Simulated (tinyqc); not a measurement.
RHF in the sto-3g basis, for HF, spin multiplicity 1, step by step. One step of it, computed by the program tinyqc.

Question. Iteration 1: building the Fock matrix. J_ij = sum D_kl (ij|kl), K_ij = sum D_kl (ik|jl); F = H + J - 0.5 K; E = tr D H + tr D J / 2 - 0.25 tr D K + E_nn.

D at the start:
```
            1F 1s      1F 2s     1F 2px     1F 2py     1F 2pz      2H 1s
1F 1s    2.119013  -0.532860   0.063759   0.004248  -0.110734   0.056471
1F 2s   -0.532860   2.455953  -0.231447  -0.015421   0.583735  -0.768480
1F 2px   0.063759  -0.231447   1.592119  -0.027177   0.386773   0.635783
1F 2py   0.004248  -0.015421  -0.027177   1.998189   0.025770   0.042361
1F 2pz  -0.110734   0.583735   0.386773   0.025770   1.917250  -1.483317
2H 1s    0.056471  -0.768480   0.635783   0.042361  -1.483317   1.738396
```

core Hamiltonian H = T + V (hartree):
```
             1F 1s       1F 2s     1F 2px     1F 2py     1F 2pz      2H 1s
1F 1s   -40.558448   -9.516621   0.000000   0.000000  -0.012866  -1.667312
1F 2s    -9.516621  -11.034307   0.000000   0.000000  -0.156518  -3.576548
1F 2px    0.000000    0.000000  -8.699319   0.000000   0.000000   0.000000
1F 2py    0.000000    0.000000   0.000000  -8.699319   0.000000   0.000000
1F 2pz   -0.012866   -0.156518   0.000000   0.000000  -8.795787  -2.388645
2H 1s    -1.667312   -3.576548   0.000000   0.000000  -2.388645  -5.115329
```

Two-electron integrals (ij|kl) in chemists' order, unique and non-zero (hartree):
```
(11|11) 5.403501   (21|11) 0.841920   (21|21) 0.156299   (22|11) 1.268028
(22|21) 0.292344   (22|22) 0.926167   (31|31) 0.027998   (32|31) 0.043169
(32|32) 0.204588   (33|11) 1.264502   (33|21) 0.292403   (33|22) 0.925959
(33|33) 0.997514   (41|41) 0.027998   (42|41) 0.043169   (42|42) 0.204588
(43|43) 0.053770   (44|11) 1.264502   (44|21) 0.292403   (44|22) 0.925959
(44|33) 0.889973   (44|44) 0.997514   (51|51) 0.027998   (52|51) 0.043169
(52|52) 0.204588   (53|53) 0.053770   (54|54) 0.053770   (55|11) 1.264502
(55|21) 0.292403   (55|22) 0.925959   (55|33) 0.889973   (55|44) 0.889973
(55|55) 0.997514   (61|11) 0.148549   (61|21) 0.027339   (61|22) 0.050792
(61|33) 0.050715   (61|44) 0.050715   (61|51) 0.001123   (61|52) 0.002102
(61|55) 0.050954   (61|61) 0.004832   (62|11) 0.369192   (62|21) 0.086230
(62|22) 0.303973   (62|33) 0.299573   (62|44) 0.299573   (62|51) 0.005871
(62|52) 0.045461   (62|55) 0.312477   (62|61) 0.015296   (62|62) 0.121910
(63|31) 0.009111   (63|32) 0.053667   (63|53) 0.009616   (63|63) 0.018239
(64|41) 0.009111   (64|42) 0.053667   (64|54) 0.009616   (64|64) 0.018239
(65|11) 0.248221   (65|21) 0.058730   (65|22) 0.221642   (65|33) 0.212106
(65|44) 0.212106   (65|51) 0.012613   (65|52) 0.085182   (65|55) 0.240462
(65|61) 0.010864   (65|62) 0.108969   (65|65) 0.114905   (66|11) 0.516033
(66|21) 0.122511   (66|22) 0.497576   (66|33) 0.480361   (66|44) 0.480361
(66|51) 0.010688   (66|52) 0.115940   (66|55) 0.531427   (66|61) 0.021880
(66|62) 0.253436   (66|65) 0.263158   (66|66) 0.774606
```

nuclear repulsion = 4.80100292 hartree

Give: Coulomb J; exchange K; Fock matrix F; total energy of this density.

Answer.

Coulomb J (hartree):
```
         1F 1s   1F 2s  1F 2px  1F 2py  1F 2pz  2H 1s
1F 1s   20.241   3.855  -0.005   0.000   0.016  0.675
1F 2s    3.855   9.496  -0.021  -0.001   0.108  3.095
1F 2px  -0.005  -0.021   9.466  -0.003   0.054  0.007
1F 2py   0.000  -0.001  -0.003   9.510   0.004  0.000
1F 2pz   0.016   0.108   0.054   0.004   9.486  2.277
2H 1s    0.675   3.095   0.007   0.000   2.277  5.240
```

exchange K (hartree):
```
         1F 1s   1F 2s  1F 2px  1F 2py  1F 2pz  2H 1s
1F 1s   11.071   1.913   0.043   0.003  -0.055  0.312
1F 2s    1.913   3.041  -0.016  -0.001   0.021  0.875
1F 2px   0.043  -0.016   2.236  -0.026   0.506  0.325
1F 2py   0.003  -0.001  -0.026   2.619   0.034  0.022
1F 2pz  -0.055   0.021   0.506   0.034   1.978  0.158
2H 1s    0.312   0.875   0.325   0.022   0.158  0.883
```

Fock matrix F (hartree):
```
          1F 1s   1F 2s  1F 2px  1F 2py  1F 2pz   2H 1s
1F 1s   -25.852  -6.618  -0.026  -0.002   0.031  -1.148
1F 2s    -6.618  -3.059  -0.013  -0.001  -0.058  -0.919
1F 2px   -0.026  -0.013  -0.352   0.010  -0.199  -0.155
1F 2py   -0.002  -0.001   0.010  -0.499  -0.013  -0.010
1F 2pz    0.031  -0.058  -0.199  -0.013  -0.299  -0.190
2H 1s    -1.148  -0.919  -0.155  -0.010  -0.190  -0.316
```

total energy of this density = -97.28777 hartree
